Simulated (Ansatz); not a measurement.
Species, as SMILES: OO (H2O2).
Geometry (B3LYP-D3(BJ)/def2-TZVP, fixed):
```
O
H 1 0.9680
O 1 1.4504 2 100.54
H 3 0.9680 1 100.54 2 115.91
```
Charge 0, spin multiplicity 1.

Basis-set convergence of the dipole moment at MP2 with Ansatz (a first-principles code). Dipoles come from the density behind the forces; the sign is taken along the dipole that this method gives in the largest set. The reference of a correlated method is not its basis-set limit, which lies further on. All functions are spherical. Cores are frozen. No added dispersion term, no relativity. Reference: the value in aug-cc-pVQZ, 1.686 D, itself unsure by roughly 0.002 D (its distance from def2-QZVPPD).

```json
[
 {"basis": "STO-3G", "functions": "12", "dipole moment (D)": "1.428"},
 {"basis": "def2-SV(P)", "functions": "32", "dipole moment (D)": "1.982"},
 {"basis": "cc-pVDZ", "functions": "38", "dipole moment (D)": "[?]"},
 {"basis": "6-311G**", "functions": "48", "dipole moment (D)": "[?]"},
 {"basis": "6-311+G**", "functions": "56", "dipole moment (D)": "1.875"},
 {"basis": "def2-SVPD", "functions": "62", "dipole moment (D)": "1.724"},
 {"basis": "aug-cc-pVDZ", "functions": "64", "dipole moment (D)": "[?]"},
 {"basis": "6-311++G(2d,2p)", "functions": "74", "dipole moment (D)": "1.752"},
 {"basis": "def2-TZVP", "functions": "74", "dipole moment (D)": "1.837"},
 {"basis": "cc-pVTZ", "functions": "88", "dipole moment (D)": "1.739"},
 {"basis": "pcseg-2", "functions": "88", "dipole moment (D)": "1.775"},
 {"basis": "6-311++G(3df,3pd)", "functions": "114", "dipole moment (D)": "[?]"},
 {"basis": "d-aug-cc-pVTZ", "functions": "188", "dipole moment (D)": "1.681"}
]
```

### Question
Complete the blanks.

### Answer

- cc-pVDZ, dipole moment (D): 1.803
- 6-311G**, dipole moment (D): 1.862
- aug-cc-pVDZ, dipole moment (D): 1.697
- 6-311++G(3df,3pd), dipole moment (D): 1.702
